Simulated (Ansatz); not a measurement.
# Cost against result

Saddle point of CH₇Si, doublet (SiH₃ + CH₄ → SiH₄ + CH₃; bonds formed: H1–Si3; bonds broken: H1–C2), PBE0-D4/def2-TZVP structure:

```xyz
9
angstrom
H -0.0385 -0.0197 0.0778
C -0.7196 -0.3368 1.5221
Si 0.6327 0.2958 -1.3385
H -0.7908 0.6649 1.9284
H -1.6443 -0.8020 1.2027
H 0.0320 -0.9873 1.9529
H 1.1833 1.6777 -1.3333
H 1.7334 -0.6704 -1.5981
H -0.3882 0.1780 -2.4139
```

Barriers are electronic and count from the start structure reached by relaxing down the imaginary mode. Spin–orbit coupling is left out.

Ansatz 0.2.0; basis: as named in each row; cores frozen in the correlated methods; orbitals are unrestricted. B3LYP uses VWN-RPA correlation. Extrapolation: Hartree–Fock as exp(−7.88 √X), correlation as X^−2.97.

Times are rough, for one single point on 2 threads of a shared host (Intel Xeon Platinum 8259CL).

The estimate by CCSD(T) at an estimated basis limit (MP2 extrapolated from triple and quadruple zeta, plus CCSD(T) − MP2 in triple zeta) is 1.062 eV.

```tsv
method	basis	time (s)	barrier (eV)	method less estimate
SPW92	def2-TZVPP	2	0.778	-0.284
PBE-D4	def2-TZVPP	3	0.895	-0.168
BLYP-D4	def2-TZVPP	3	0.876	-0.187
B3LYP-D4	def2-TZVPP	4	0.941	-0.121
BHLYP-D4	def2-TZVPP	4	1.002	-0.060
PBE0-D4	def2-TZVPP	5	0.972	-0.090
r2SCAN-D4	def2-TZVPP	6	0.920	-0.143
CAM-B3LYP-D4	def2-TZVPP	6	0.992	-0.071
RPA on PBE	def2-TZVPP	6	1.124	0.061
B2PLYP	def2-TZVPP	7	1.044	-0.018
r2SCAN0-D4	def2-TZVPP	8	0.972	-0.091
PBE-QIDH	def2-TZVPP	8	1.081	0.018
B97M-V	def2-TZVPP	11	0.956	-0.106
wB97M-V	def2-TZVPP	11	1.021	-0.041
wB97X-V	def2-TZVPP	13	0.991	-0.072
MP2	def2-QZVPP	22	1.185	0.123
CCSD(T)	def2-TZVPP	76	1.086	0.024
```

All methods are single points on the PBE0-D4 structures.

No T1 diagnostic of these runs exceeds 0.016. ⟨S²⟩ of the unrestricted Hartree–Fock references: 0.76 to 0.78 (a pure state has 0.75).

Radical steps of this kind take place in plasma deposition and etching.
